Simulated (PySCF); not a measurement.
A structure optimised at PBE-D3(BJ)/def2-TZVP, used in a PySCF frequency run:

```xyz
7

C      0.0000     0.0000    -1.3079
C      0.0000     0.0000     0.0000
C      0.0000     0.0000     1.3079
H      0.6599     0.6599    -1.8759
H     -0.6599    -0.6599    -1.8759
H      0.6599    -0.6599     1.8759
H     -0.6599     0.6599     1.8759
```
Charge 0, spin multiplicity 1.

Problem. Write its SMILES, formula and point group.

Solution. C=C=C, C3H4, D2d

Problem. What are its rotational constants (standard atomic weights)?

Solution. 143.90, 8.8602, 8.8602 GHz
